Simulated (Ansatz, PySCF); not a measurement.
Ligands exchanged one at a time, Si H-SH. Gas-phase values, no solvent. One relaxed conformer stands for each flexible species; it need not be the lowest. Strings in code marks are SMILES.

Quantity: vertical ionisation energy (energy after one electron is removed minus that of the parent at the parent's geometry), in eV.

Level 1: TPSSh-D3(BJ)/def2-TZVP // CAM-B3LYP-D3(BJ)/def2-TZVP (PySCF)
Level 2: frozen-core MP2/cc-pVQZ // CAM-B3LYP-D3(BJ)/def2-TZVP (Ansatz, an electronic-structure program)
Level 3: PBE/6-31G* // CAM-B3LYP-D3(BJ)/def2-TZVP (PySCF)
Level 4: HF/cc-pVQZ // CAM-B3LYP-D3(BJ)/def2-TZVP (Ansatz)

```json
[
 {"species": "`[SiH4]`", "level 2": "12.88", "level 3": "12.19", "level 4": "12.06"}
]
```

**Question.** What does level 1 give for each?

**Answer.** 
- `[SiH4]`: 12.44
